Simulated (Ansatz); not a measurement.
Reaction (SMILES): C=CCl → [CH]=CCl + H atom
B3LYP-D3(BJ)/def2-TZVP geometries, fixed; electronic energies without zero-point terms.

Basis-set convergence of the bond dissociation energy at CCSD(T) with Ansatz (a first-principles code). All functions are spherical. Cores are frozen. An unrestricted Hartree-Fock determinant is markedly spin-contaminated. Open shells are unrestricted. No added dispersion term, no relativity. Functions are those of the species that has most. Reference: Hartree-Fock in cc-pV(Q+d)Z plus the correlation part extrapolated as X^-3 from cc-pV(T+d)Z and cc-pV(Q+d)Z, 119.91 kcal/mol, itself unsure by roughly 0.20 kcal/mol (a third of the extrapolation step and of the last Hartree-Fock step). Deviations are taken from unrounded values.

```json
[
 {"basis": "pcseg-0", "functions": "37", "bond dissociation energy (kcal/mol)": "105.07", "minus reference (kcal/mol)": "-14.84"},
 {"basis": "pcseg-1", "functions": "61", "bond dissociation energy (kcal/mol)": "115.76", "minus reference (kcal/mol)": "-4.15"},
 {"basis": "aug-pcseg-1", "functions": "100", "bond dissociation energy (kcal/mol)": "116.25", "minus reference (kcal/mol)": "-3.66"},
 {"basis": "pcseg-2", "functions": "136", "bond dissociation energy (kcal/mol)": "118.77", "minus reference (kcal/mol)": "-1.14"},
 {"basis": "aug-pcseg-2", "functions": "211", "bond dissociation energy (kcal/mol)": "118.86", "minus reference (kcal/mol)": "-1.05"},
 {"basis": "pcseg-3", "functions": "283", "bond dissociation energy (kcal/mol)": "119.48", "minus reference (kcal/mol)": "-0.43"}
]
```

The smallest set listed that lies within 2 kcal/mol of the reference with all its larger relatives (same family, alike in diffuse functions; a set with none counts only in the reference's own line) is pcseg-2 (136 functions, -1.14 kcal/mol off). Inside, with no larger relative to test it: aug-pcseg-2.
